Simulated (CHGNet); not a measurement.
## Grey tin (α-Sn)

Level of theory: the machine-learned potential CHGNet 0.3.0 (trained on PBE and PBE+U data).

Cell (relaxed at this level):

```
Sn
1.0
    0.00000     3.32812     3.32812
    3.32812     0.00000     3.32812
    3.32812     3.32812     0.00000
Sn
2
Cartesian
  3.32812   3.32812   3.32812
  4.99218   4.99218   4.99218
```

* **zone-centre TO phonon frequency**: 135 cm⁻¹

Measured, for comparison: zone-centre TO phonon frequency 200 cm⁻¹ (low temperature, zero-point motion not removed; as tabulated in Tanner et al. (2021), arXiv:2110.11888). Computed (rounded) less measured: zone-centre TO phonon frequency -32 %.

A machine-learned potential is trained on density-functional data: it inherits that level's misses and adds fitting errors of its own.

Note: elastic tensor is not positive definite: mechanically unstable at this level; negative: at this level the crystal gains energy by rearranging, so this bulk phase is not the stable one; the model gives imaginary modes for this phase (in the spectrum interpolated from a supercell); this model's volume lies 8 % above that of the starting cell (a measured, published or database cell).
